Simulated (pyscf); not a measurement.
HCl + [Cl–GaH]• -> Cl–GaH–Cl + H• (atom transfer; doublet surface; Cl–H broken, Cl–Ga formed). Single points on ωB97X-D3(BJ)/def2-SVP structures (PySCF, gas phase). Correlated levels are frozen-core, on RHF or UHF. ΔMP2 is the change of the MP2 total energy from the triple- to the quadruple-zeta basis. Energies in kcal/mol from the separated reactants.

```tsv
level	barrier	reaction energy
B3LYP-D3(BJ)/def2-TZVP	13.0	+4.9
M06-2X/def2-TZVP	16.3	+0.5
HF/def2-TZVP	___	-3.5
MP2/def2-QZVPP	16.9	-4.0
CCSD/def2-TZVPP	20.1	+1.8
CCSD(T)/def2-TZVPP	17.9	+1.0
CCSD(T)/def2-TZVPP + ΔMP2(QZVPP)	___	___
```

**Question.** Fill in the missing entries.

**Answer.** 
- HF/def2-TZVP, barrier: 28.7
- CCSD(T)/def2-TZVPP + ΔMP2(QZVPP), barrier: 17.0
- CCSD(T)/def2-TZVPP + ΔMP2(QZVPP), reaction energy: +0.7

On the reactant side the descent ends in a complex, 7.2 kcal/mol under the separated species and 22.9 kcal/mol under the saddle at ωB97X-D3(BJ)/def2-TZVP. One saddle was located; it need not be the lowest between these sides. The angle at the transferred Cl is 159°. The CCSD(T) − MP2 part came from Ansatz, without density fitting, on the same reference. The frozen core leaves the outer d or s,p core shells of the metals and heavy elements correlated in the MP2 and CC values, and def2-TZVPP describes them poorly, which can shift differences by a few kcal/mol. Elements up to Kr have no core potential and no relativistic terms here.
